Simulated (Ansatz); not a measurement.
Elements on the sites of an ideal hcp lattice, at a guessed lattice constant:

```yaml
crystal:
  lattice:
    - [5.23436, -3.02206, -5.58332]
    - [5.23436, -3.02206, 5.58332]
    - [-1.74479, -9.06618, 0.00000]
  atoms:
    - { symbol: Y, position: [0.24167, 0.49167, 0.20000] }
    - { symbol: Y, position: [0.74167, 0.99167, 0.20000] }
    - { symbol: Y, position: [0.05833, 0.80833, 0.60000] }
    - { symbol: Y, position: [0.35833, 0.10833, 0.40000] }
    - { symbol: Y, position: [0.75833, 0.50833, 0.80000] }
    - { symbol: Y, position: [0.65833, 0.40833, 0.20000] }
    - { symbol: Sn, position: [0.14167, 0.39167, 0.60000] }
    - { symbol: Sn, position: [0.94167, 0.19167, 0.40000] }
    - { symbol: Sn, position: [0.64167, 0.89167, 0.60000] }
    - { symbol: Sn, position: [0.44167, 0.69167, 0.40000] }
    - { symbol: Sn, position: [0.04167, 0.29167, 0.00000] }
    - { symbol: Sn, position: [0.84167, 0.09167, 0.80000] }
    - { symbol: Sn, position: [0.54167, 0.79167, 0.00000] }
    - { symbol: Sn, position: [0.34167, 0.59167, 0.80000] }
    - { symbol: Sn, position: [0.85833, 0.60833, 0.40000] }
    - { symbol: Sn, position: [0.55833, 0.30833, 0.60000] }
    - { symbol: Sn, position: [0.15833, 0.90833, 0.20000] }
    - { symbol: Sn, position: [0.95833, 0.70833, 0.00000] }
    - { symbol: Sn, position: [0.45833, 0.20833, 0.00000] }
    - { symbol: Sn, position: [0.25833, 0.00833, 0.80000] }
```

Cell and atoms were relaxed without symmetry on coarser meshes and computed once more. Method: Ansatz, DFT PBE, scalar-relativistic, plane waves, PAW.

Settings: cutoff 420 eV, Γ-centred mesh 4×5×4 on the computed 20-atom cell, Gaussian smearing of 0.10 eV; no spin polarisation.

The relaxation ran on 2×2×2 (shifted) and then 3×3×3 k points with a smearing of 0.1 eV, from sites shaken by 0.02 Å.

Task: What does the relaxation give?

Result: A volume of 27.45 Å³/atom and no gap on the mesh. It lies 0.41 eV/atom below the elements' standard states (static lattices, no corrections for gases). The atoms leave their sites by 0.45 Å (root mean square) and 1.00 Å at most, and the cell stretches by up to 2.0 % at fixed volume, so the lattice hasn't survived.

```xyz
20
Lattice="5.1146 -3.0561 -5.4133 5.1123 -3.0581 5.4123 -1.5885 -8.9684 0.0020" Properties=species:S:1:pos:R:3 pbc="T T T"
Y     3.6662   -3.8756    1.8630
Y     8.7816   -6.9298    0.8422
Y     3.4085   -7.6911    4.0578
Y     1.6441   -5.5434   -1.3526
Y     4.7492  -10.9243   -1.3561
Y     5.3996   -5.4589   -1.3537
Sn    1.6984   -7.0403    1.4289
Sn    5.3674   -6.9217   -4.2165
Sn    6.8123  -10.0992    1.2757
Sn    5.3688   -6.9257    1.5093
Sn    0.1626   -9.9688    1.4540
Sn    3.4563   -9.7198   -4.0537
Sn    5.2747  -13.0233    1.2540
Sn    3.4445   -9.7214    1.3389
Sn    6.6990   -8.2759   -1.3534
Sn    3.5442   -8.0539   -1.3556
Sn    5.6792   -5.2438    4.0605
Sn    6.7631  -13.4471   -1.3522
Sn    3.4185   -3.0374   -1.3550
Sn    4.6100  -11.0128    4.0500
```

Cost: 2 runs of about 11 core-minutes in all (earlier runs that led there not counted), on Intel Xeon 6975P-C (Granite Rapids) (shared hosts).